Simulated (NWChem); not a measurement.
# doublet C2H5N+ at 5 levels

Wanted: a comparison of 5 runs (U-wB97X/6-311+G**, UB2PLYP/6-311+G**, UBHLYP/6-311+G**, UCAM-B3LYP/6-311+G**, UM06-2X/6-311+G**) of doublet C2H5N+. 

The calculation is run with NWChem 7.3.0.

## (1) The system as given

The species is C2H5N+ (8 atoms), meant as a doublet with charge +1. SMILES of the parent species: `CC=N`. Geometry: relaxed at PBE0-D4/def2-TZVP. That shape belongs to the parent species and isn't relaxed for this state.

Bond lengths: C1–C2 1.493 Å, C2–N3 1.263 Å, C1–H4 1.094 Å, C1–H5 1.092 Å, C1–H6 1.094 Å, C2–H7 1.095 Å, N3–H8 1.023 Å. Angles: C1–C2–N3 127.9°, C1–C2–H7 115.5°, N3–C2–H7 116.6°, C2–C1–H4 110.3°, C2–C1–H5 111.6°, C2–C1–H6 110.3°, C2–N3–H8 110.6°, H4–C1–H5 109.0°, H4–C1–H6 106.6°, H5–C1–H6 108.9°.

## (2) The energy at U-wB97X/6-311+G(d,p) (run 1)

geom.xyz reads:

```xyz
8

C     -0.471200     0.591900    -0.316000
C      0.663100    -0.171000     0.284300
N      0.697800    -1.395000     0.593600
H     -0.168400     1.032800    -1.270700
H     -1.342300    -0.045400    -0.480200
H     -0.756700     1.422800     0.336400
H      1.571900     0.409700     0.476500
H     -0.194200    -1.845700     0.376100
```

run.py reads:

```python
from ase.io import read
from ase.calculators.nwchem import NWChem

atoms = read('geom.xyz')

calc = NWChem(
    label='geom',
    theory='dft',
    memory='2200 mb',
    basis='6-311+G**',
    basispar='spherical bse',
    charge=1,
    dft={'xc': 'wb97x', 'mult': '2', 'grid': 'fine', 'convergence': 'energy 1e-08', 'iterations': '100', 'mulliken': None},
    task='energy',
)
atoms.calc = calc

print("Total energy (eV):", round(atoms.get_potential_energy(), 6))
```

Run with:

```bash
$ export ASE_NWCHEM_COMMAND="nwchem PREFIX.nwi > PREFIX.nwo"
$ python run.py
```

The log of the run:

```text
Total energy (eV): -3634.861138
```

The calculator wrote geom.nwi:

```
title "geom"

permanent_dir geom

scratch_dir geom

start geom

geometry units angstrom nocenter noautosym noautoz
  C  -4.7120000000000001e-01 5.9189999999999998e-01 -3.1600000000000000e-01
  C  6.6310000000000002e-01 -1.7100000000000001e-01 2.8430000000000000e-01
  N  6.9779999999999998e-01 -1.3950000000000000e+00 5.9360000000000002e-01
  H  -1.6839999999999999e-01 1.0327999999999999e+00 -1.2706999999999999e+00
  H  -1.3423000000000000e+00 -4.5400000000000003e-02 -4.8020000000000002e-01
  H  -7.5670000000000004e-01 1.4228000000000001e+00 3.3639999999999998e-01
  H  1.5719000000000001e+00 4.0970000000000001e-01 4.7649999999999998e-01
  H  -1.9420000000000001e-01 -1.8456999999999999e+00 3.7609999999999999e-01
end

charge 1

memory 2200 mb

basis spherical bse noprint
   * library 6-311+G**
end

dft
  xc wb97x
  mult 2
  grid fine
  convergence energy 1e-08
  iterations 100
  mulliken
end

task dft energy
```

geom.nwo:

```text
Northwest Computational Chemistry Package (NWChem) 7.3.0
             --------------------------------------------------------

           Job information
           ---------------

    nwchem branch   = 7.3.0
    use scalapack   = T
    input           = geom.nwi
    prefix          = geom.
    data base       = geom/geom.db
    status          = startup
    nproc           =        1

           Memory information
           ------------------

    heap     =     72089598 doubles =      550.0 Mbytes
    stack    =     72089595 doubles =      550.0 Mbytes
    global   =    144179200 doubles =     1100.0 Mbytes (distinct from heap & stack)
    total    =    288358393 doubles =     2200.0 Mbytes
    verify   = yes
    hardfail = no

           Directory information
           ---------------------

  0 permanent = geom
  0 scratch   = geom

                                NWChem Input Module
                                -------------------

                                       geom
                                       ----

[... 25 lines left out ...]
            Nuclear Dipole moment (a.u.)
[... 68 lines left out ...]
  convergence criterion.
[... 17 lines left out ...]
          Convergence on density requested:  1.00D-05
[... 28 lines left out ...]
          Spatial weights used:  Erf1
[... 3 lines left out ...]
          Convergence aids based upon iterative change in
[... 135 lines left out ...]
         Total DFT energy =     -133.578684100921
[... 1 line left out ...]
           Coulomb energy =      127.814896768372
[... 1 line left out ...]
 Nuclear repulsion energy =       71.159689143608
[... 680 lines left out ...]
                     DFT Final Beta Molecular Orbital Analysis
[... 757 lines left out ...]
   alpha     81     82     83     84     85     86     87     88     89     90
    beta     81     82     83     84     85     86     87     88     90     89
 overlap   0.996  0.999  0.992  0.991  0.987  0.988  0.999  0.983  0.983  1.000

   alpha     91     92     93     94     95     96
    beta     91     92     93     94     95     96
 overlap   0.992  0.992  1.000  1.000  1.000  1.000

     --------------------------
     Expectation value of S2:
     --------------------------
      <S2> =      0.7619 (Exact =     0.7500)

 center of mass
 --------------
 x =   0.49073648 y =  -0.59277732 z =   0.32337628

 moments of inertia (a.u.)
 ------------------
         151.687731805327          53.640890426298         -32.948621318902
          53.640890426298          89.252929221913          47.974108337956
         -32.948621318902          47.974108337956         182.467634250963

     Multipole analysis of the density
     ---------------------------------

     L   x y z        total         alpha         beta         nuclear
     -   - - -        -----         -----         ----         -------
     0   0 0 0      1.000000    -12.000000    -11.000000     24.000000

     1   1 0 0      0.328033     -5.436358     -3.960706      9.725097
[... 8 lines of this table left out ...]
     2   0 0 2    -11.956532    -17.460313    -15.485366     20.989147

 Task  times  cpu:      102.8s     wall:      102.8s
 Total times  cpu:      102.9s     wall:      102.9s
```

Wall time 1.7 min (1 thread of Intel Xeon Platinum 8488C (Sapphire Rapids), shared host); peak memory 0.11 GiB.

## (3) A single-point energy at UB2PLYP/6-311+G(d,p) (run 2)

geom.nw reads:

```
start geom
memory stack 880 mb heap 220 mb global 1100 mb
charge 1

geometry units angstrom noautosym nocenter noautoz
 C       -0.471200       0.591900      -0.316000
 C        0.663100      -0.171000       0.284300
 N        0.697800      -1.395000       0.593600
 H       -0.168400       1.032800      -1.270700
 H       -1.342300      -0.045400      -0.480200
 H       -0.756700       1.422800       0.336400
 H        1.571900       0.409700       0.476500
 H       -0.194200      -1.845700       0.376100
end

basis spherical bse
 * library 6-311+G**
end

dft
 xc hfexch 0.53 becke88 0.47 lyp 0.73 mp2 0.27
 dftmp2 semidirect
 mult 2
 grid fine
 convergence energy 1e-08
 iterations 100
 mulliken
end

mp2
 freeze core 3
end

task dft energy
```

Run with:

```bash
$ nwchem geom.nw > geom.out
```

The log of the run:

```text
[...]
          Wavefunction type:  spin polarized.
          No. of atoms     :     8
          No. of electrons :    23
[...]
          Charge           :     1
          Spin multiplicity:     2
[...]
          AO basis - number of functions:    96
[...]
              XC Information
              --------------
                     Hartree-Fock (Exact) Exchange  0.530
                    Becke 1988 Exchange Functional  0.470
              Lee-Yang-Parr Correlation Functional  0.730
[...]
 d= 0,ls=0.0,diis     1   -133.2369733602 -2.04D+02  3.46D-03  1.71D-01     2.7
[...]
 d= 0,ls=0.0,diis    15   -133.3347032567 -8.30D-10  1.15D-07  2.86D-11    36.5
[...]
         Total DFT energy =     -133.334703256707
      One electron energy =     -313.201736419934
           Coulomb energy =      127.714233840474
    Exchange-Corr. energy =      -19.006889820854
 Nuclear repulsion energy =       71.159689143608
[...]
      Total Density - Mulliken Population Analysis
     ---------------------------------------------
    Atom       Charge   Shell Charges
 -----------   ------   -------------------------------------------------------
    1 C    6     6.48   1.10  0.89  0.63  0.74  1.57  0.50  0.83  0.17 -0.00  0.05
    2 C    6     5.86   1.10  0.89  0.60  0.81  1.41  0.44  0.59 -0.10  0.04  0.09
    3 N    7     6.90   1.10  0.90  0.75  0.90  1.70  0.66  0.96 -0.07 -0.03  0.03
    4 H    1     0.76   0.26  0.46  0.02  0.03
    5 H    1     0.82   0.27  0.48  0.05  0.02
    6 H    1     0.76   0.26  0.46  0.02  0.03
    7 H    1     0.74   0.26  0.45 -0.00  0.02
    8 H    1     0.68   0.25  0.38  0.00  0.05
[...]
      <S2> =      0.7716 (Exact =     0.7500)
[...]
  Basis functions       =     96
[...]
```

Run time: 41 s. Hardware: 1 thread of Intel Xeon Platinum 8488C (Sapphire Rapids), shared host; peak memory 0.23 GiB.

Run 3 isn't shown in full; the table further down has it.

## (4) The energy at UCAM-B3LYP/6-311+G(d,p) (run 4)

c2h5n.nw reads:

```
start c2h5n
memory total 2200 mb
charge 1

geometry units angstroms noautosym nocenter noautoz
  C    -0.471200    0.591900   -0.316000
  C     0.663100   -0.171000    0.284300
  N     0.697800   -1.395000    0.593600
  H    -0.168400    1.032800   -1.270700
  H    -1.342300   -0.045400   -0.480200
  H    -0.756700    1.422800    0.336400
  H     1.571900    0.409700    0.476500
  H    -0.194200   -1.845700    0.376100
end

basis "ao basis" spherical bse
  * library 6-311+G**
end

dft
  xc xcamb88 1.00 lyp 0.81 vwn_5 0.19 hfexch 1.00
  cam 0.33 cam_alpha 0.19 cam_beta 0.46
  mult 2
  grid fine
  convergence energy 1e-08
  direct
  maxiter 100
  mulliken
  print medium
end

task dft energy
```

Run with:

```bash
$ nwchem c2h5n.nw > c2h5n.out
```

The log of the run:

```text
[...]
          Wavefunction type:  spin polarized.
          No. of atoms     :     8
          No. of electrons :    23
[...]
          Charge           :     1
          Spin multiplicity:     2
[...]
          AO basis - number of functions:    96
[...]
              XC Information
              --------------
                     Hartree-Fock (Exact) Exchange  1.000
                   CAM-Becke88 Exchange Functional  1.000
                      VWN V Correlation Functional  0.190 local
              Lee-Yang-Parr Correlation Functional  0.810
[...]
 d= 0,ls=0.0,diis     1   -133.4577212553 -2.05D+02  3.53D-03  1.85D-01     6.6
[...]
 d= 0,ls=0.0,diis    15   -133.5441043010 -9.65D-10  7.32D-08  8.55D-12    94.9
[...]
         Total DFT energy =     -133.544104300951
      One electron energy =     -313.332164343757
           Coulomb energy =      127.830775145961
    Exchange-Corr. energy =      -19.202404246762
 Nuclear repulsion energy =       71.159689143608
[...]
      Total Density - Mulliken Population Analysis
     ---------------------------------------------
    Atom       Charge   Shell Charges
 -----------   ------   -------------------------------------------------------
    1 C    6     6.47   1.10  0.88  0.66  0.75  1.55  0.50  0.85  0.14 -0.00  0.04
    2 C    6     5.91   1.10  0.88  0.62  0.81  1.40  0.43  0.61 -0.08  0.04  0.08
    3 N    7     6.89   1.10  0.90  0.77  0.91  1.68  0.66  0.95 -0.06 -0.03  0.03
    4 H    1     0.75   0.26  0.44  0.03  0.02
    5 H    1     0.82   0.27  0.46  0.06  0.02
    6 H    1     0.75   0.26  0.44  0.03  0.02
    7 H    1     0.72   0.26  0.43  0.01  0.02
    8 H    1     0.69   0.25  0.38  0.02  0.04
[...]
      <S2> =      0.7602 (Exact =     0.7500)
[...]
```

Run time: 96 s. Hardware: 1 thread of Intel Xeon Platinum 8488C (Sapphire Rapids), shared host; peak memory 0.11 GiB.

## (5) A single-point energy at UM06-2X/6-311+G(d,p) (run 5)

run.nw reads:

```
start run
memory total 2200 mb
charge 1
geometry units angstrom noautosym nocenter noautoz
  C       -0.471200       0.591900      -0.316000
  C        0.663100      -0.171000       0.284300
  N        0.697800      -1.395000       0.593600
  H       -0.168400       1.032800      -1.270700
  H       -1.342300      -0.045400      -0.480200
  H       -0.756700       1.422800       0.336400
  H        1.571900       0.409700       0.476500
  H       -0.194200      -1.845700       0.376100
end
basis "ao basis" spherical bse
  * library 6-311+G**
end
dft
  xc m06-2x
  mult 2
  grid fine
  convergence energy 1e-08
  maxiter 100
  mulliken
end
task dft energy
```

Run with:

```bash
$ nwchem run.nw > run.out
```

The log of the run:

```text
[...]
          Wavefunction type:  spin polarized.
          No. of atoms     :     8
          No. of electrons :    23
[...]
          Charge           :     1
          Spin multiplicity:     2
[...]
          AO basis - number of functions:    96
[...]
              XC Information
              --------------
                       M06-2X Method XC Functional
                     Hartree-Fock (Exact) Exchange  0.540
                        M06-2X Exchange Functional  1.000
                      M06-2X Correlation Potential  1.000
[...]
 d= 0,ls=0.0,diis     1   -133.4605506335 -2.05D+02  3.52D-03  1.59D-01     3.3
[...]
 d= 0,ls=0.0,diis    14   -133.5457838736 -4.72D-09  3.52D-07  2.06D-10    43.9
[...]
         Total DFT energy =     -133.545783873560
      One electron energy =     -313.228738002945
           Coulomb energy =      127.725162549394
    Exchange-Corr. energy =      -19.201897563618
 Nuclear repulsion energy =       71.159689143608
[...]
      Total Density - Mulliken Population Analysis
     ---------------------------------------------
    Atom       Charge   Shell Charges
 -----------   ------   -------------------------------------------------------
    1 C    6     6.55   1.11  0.89  0.64  0.74  1.57  0.57  0.87  0.14 -0.00  0.04
    2 C    6     5.91   1.11  0.89  0.60  0.81  1.41  0.44  0.61 -0.08  0.05  0.08
    3 N    7     6.89   1.10  0.90  0.75  0.90  1.69  0.68  0.97 -0.09 -0.04  0.03
    4 H    1     0.73   0.26  0.43  0.02  0.02
    5 H    1     0.80   0.27  0.45  0.05  0.02
    6 H    1     0.73   0.26  0.43  0.02  0.02
    7 H    1     0.72   0.26  0.43  0.00  0.02
    8 H    1     0.68   0.25  0.37  0.02  0.04
[...]
      <S2> =      0.7621 (Exact =     0.7500)
[...]
```

It took 45 s on 1 thread of Intel Xeon Platinum 8488C (Sapphire Rapids), shared host; peak memory 0.11 GiB.

## (6) Overview of the runs

| run | level | frozen core orbitals | energy (Eh) | HOMO energy (eV) | LUMO energy (eV) | ⟨S²⟩ | wall time |
| --- | --- | --- | --- | --- | --- | --- | --- |
| 1 | U-wB97X/6-311+G** | – | -133.578684 | -19.12 | -10.18 | 0.762 | 1.7 min |
| 2 | UB2PLYP/6-311+G** | 3 | -133.478095 | -17.83 | -10.47 | 0.772 | 41 s |
| 3 | UBHLYP/6-311+G** | – | -133.536136 | -17.93 | -11.01 | 0.767 | 37 s |
| 4 | UCAM-B3LYP/6-311+G** | – | -133.544104 | -18.11 | -11.32 | 0.760 | 96 s |
| 5 | UM06-2X/6-311+G** | – | -133.545784 | -18.00 | -11.15 | 0.762 | 45 s |

## (7) What came out

| quantity | value |
| --- | --- |
| run 5: total energy | -133.54578 Eh |
| run 5: HOMO energy (highest over α and β) | -18.00 eV |
| run 5: LUMO energy (lowest over α and β) | -11.15 eV |
| run 5: ⟨S²⟩ | 0.762 |

In words: Totals of different functionals can't be ranked against each other. All runs together took 5.4 min, the longest 1.7 min.
